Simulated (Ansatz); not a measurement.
**PH (triplet): wave-function methods side by side at distance P1–H2 = 2.604 Å, aug-cc-pVDZ**

Aim: climb from Hartree-Fock through coupled cluster and multireference methods for PH (triplet) at one geometry and basis, and see what each rung misses.

Program: Ansatz 0.2.0, Gaussian basis. Level of theory: aug-cc-pVDZ, core rule «outside noble gas», up to 5 orbitals frozen. These are calculated values, not measurements.

To be run: UHF; CCSD(T) on ROHF; CCSD(T) on UHF; BCCD(T) on ROHF; CISD; CCSDT(Q) on ROHF; CCSDT(Q) on UHF; CASSCF and MRCISD+Q, 4 electrons in 4 orbitals; CASSCF and NEVPT2, 4 electrons in 4 orbitals; CASSCF and MRCISD+Q, 6 electrons in 5 orbitals; CASSCF and NEVPT4(SD), 6 electrons in 5 orbitals; CASSCF and NEVPT2, 6 electrons in 5 orbitals; Full CI.

19 further runs of the same task are left out: 1 for a known fault of the program, 16 that didn't finish, 2 set aside as unsound or not needed.

### 1 The system

The geometry derives from a PBE0/def2-TZVP stationary point (not a proven minimum). One bond is set to the value named and the two fragments are kept rigid.

2 atoms, charge 0, spin multiplicity 3.

Atoms are counted from 1 here; the program's logs count them from 0.

No contacts short enough for the rule that draws bonds.

### 2 UHF

The input, in.yaml:

```yaml
crystal:
  periodic: [false, false, false]
  atoms:
    - {symbol: P, position_ang: [0.000000, 0.000000, 0.000000]}
    - {symbol: H, position_ang: [0.000000, 0.000000, 2.604000]}
basis:
  gaussian: {orbitals: aug-cc-pVDZ}
magnetization: {spin_polarized: true, initial_magnetization: 2}
hamiltonian: {xc: hf}
output: {orbitals: {seedname: orbitals}}
```

Started as:

```console
ansatz run in.yaml --threads 1 --pin off --events-out ev --progress --plain --max-ram 2393MiB
```

After this run come: CCSD(T) on ROHF; CCSD(T) on UHF; BCCD(T) on ROHF; CISD; CCSDT(Q) on ROHF; CCSDT(Q) on UHF; CASSCF and MRCISD+Q, 4 electrons in 4 orbitals; CASSCF and NEVPT2, 4 electrons in 4 orbitals; CASSCF and MRCISD+Q, 6 electrons in 5 orbitals; CASSCF and NEVPT4(SD), 6 electrons in 5 orbitals; CASSCF and NEVPT2, 6 electrons in 5 orbitals; Full CI.

Before running them: what should the planned runs give, taken together? Wanted: FCI below the RHF energy; RMP2 from FCI; UMP2 from FCI; RCCSD from FCI; RCCSD(T) from FCI; UCCSD(T) from FCI; RCCSDT(Q) from FCI; UCCSDT(Q) from FCI; NEVPT2 pair from FCI.

**Answer**, as computed:

| quantity | value |
| --- | --- |
| FCI below the RHF energy | -4.6014 eV |
| RMP2 from FCI | +1622.5 meV |
| UMP2 from FCI | +791.2 meV |
| RCCSD from FCI | +270.3 meV |
| RCCSD(T) from FCI | +61.8 meV |
| UCCSD(T) from FCI | +97.1 meV |
| RCCSDT(Q) from FCI | +1.0 meV |
| UCCSDT(Q) from FCI | +1.6 meV |
| NEVPT2 pair from FCI | +554.4 meV |
| MRCISD+Q pair from FCI | -42.6 meV |
| NEVPT2 valence from FCI | +572.4 meV |
| levels within 1 kcal/mol (43 meV) | RCCSDT, UCCSDT, RCCSDT(Q), UCCSDT(Q), MRCISD+Q pair, NEVPT4(SD) valence |
| T1 diagnostic | 0.129 |
| effectively unpaired electrons | 2.98 |

What this shows: RCCSD(T) lands +61.8 meV from the yardstick (1.3 % of the correlation energy). CCSD(T) misses by +61.8 meV on the restricted determinant and by +97.1 meV on the unrestricted one; the two need not hold the same state or core. MRCISD+Q pair, MRCISD+Q valence fall below full CI: the +Q correction isn't variational, and the cores differ from full CI's. With 3.0 effectively unpaired electrons against 2 the state is strongly multireference. Coupled cluster on one determinant still stays close here. Of the multireference levels listed NEVPT4(SD) valence comes nearest in total energy (+5.4 meV), which doesn't show that its space is the better one. These misses are within one basis, not against nature; the frozen cores of restricted and unrestricted runs differ, which can shift their rows.
